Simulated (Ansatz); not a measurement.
Two structures of Si₃H₁₀, singlet, reached by relaxing down either side of one saddle point (PBE0-D4/def2-TZVP). Energies are electronic, without zero-point energy. Computed with Ansatz 0.2.0 (basis: def2-TZVPP and def2-QZVPP); correlated methods freeze the cores. Extrapolation: Hartree–Fock as exp(−7.88 √X), correlation as X^−2.97. First:

```
atom    x (Å)    y (Å)    z (Å)
 Si1  -0.9191  -0.5497   0.4023
 Si2  -0.0594   1.3147   1.5217
  H3  -0.2465  -1.7876   0.8868
  H4  -2.3754  -0.6710   0.6953
 Si5  -0.6119  -0.3290  -1.9053
  H6   2.8082  -0.8262   0.0987
  H7   2.6416  -1.5359   0.2590
  H8   1.3904   1.4653   1.2253
  H9  -0.2350   1.1882   2.9935
 H10  -0.7642   2.5415   1.0608
 H11   0.8352  -0.1778  -2.2151
 H12  -1.3282   0.8826  -2.3882
 H13  -1.1358  -1.5151  -2.6350
```

Second:

Si1  (-0.470, -1.801, 0.070)
Si2  (0.691, 1.856, 1.452)
H3  (-1.560, -2.808, -0.038)
H4  (-0.735, -0.952, 1.263)
Si5  (-0.389, -0.509, -1.879)
H6  (1.659, 0.808, 1.039)
H7  (0.820, -2.514, 0.273)
H8  (1.386, 3.166, 1.532)
H9  (0.122, 1.511, 2.779)
H10  (-0.402, 1.939, 0.450)
H11  (0.795, 0.389, -1.873)
H12  (-1.619, 0.319, -2.000)
H13  (-0.299, -1.403, -3.066)
(Å)

Problem. Which bonds change from the first to the second?

Solution. Si₃H₈ ([SiH3][SiH2][SiH3]) + H₂ → Si₂H₆ ([SiH3][SiH3]) + SiH₄; bonds formed: Si1–H7, Si2–H6; bonds broken: Si1–Si2, H6–H7.

Problem. Give the saddle point's structure and its height above each. (An estimate is asked for; the value comes from the calculation.)

Solution. The calculation gives: 298.8 kJ/mol above the first and 315.1 kJ/mol above the second (CCSD(T) at an estimated basis limit (MP2 extrapolated from triple and quadruple zeta, plus CCSD(T) − MP2 in triple zeta)).
Si1  (-0.383, -1.032, 0.353)
Si2  (0.386, 1.266, 1.320)
H3  (-0.463, -2.466, 0.777)
H4  (-1.614, -0.476, 1.071)
Si5  (-0.362, -0.310, -1.861)
H6  (1.060, -0.381, 0.716)
H7  (1.294, -1.317, 0.105)
H8  (1.705, 1.949, 1.167)
H9  (0.037, 1.168, 2.760)
H10  (-0.661, 2.036, 0.599)
H11  (0.876, 0.497, -2.033)
H12  (-1.549, 0.530, -2.174)
H13  (-0.327, -1.462, -2.800)
(Å)

The T1 diagnostic stays at or below 0.015.

Labels in which every atom is bracketed show which atoms are joined, not bond orders.

For scale, one of the runs: CCSD(T)/def2-TZVPP, 266 basis functions, launched by `ansatz run in.yaml --threads 4 --pin off --events-out ev --progress --plain --max-ram 9574MiB`. The run took 95 s on 4 CPU threads of an Arm Neoverse V1 (shared host), with 5.8 GiB of host memory at its peak.
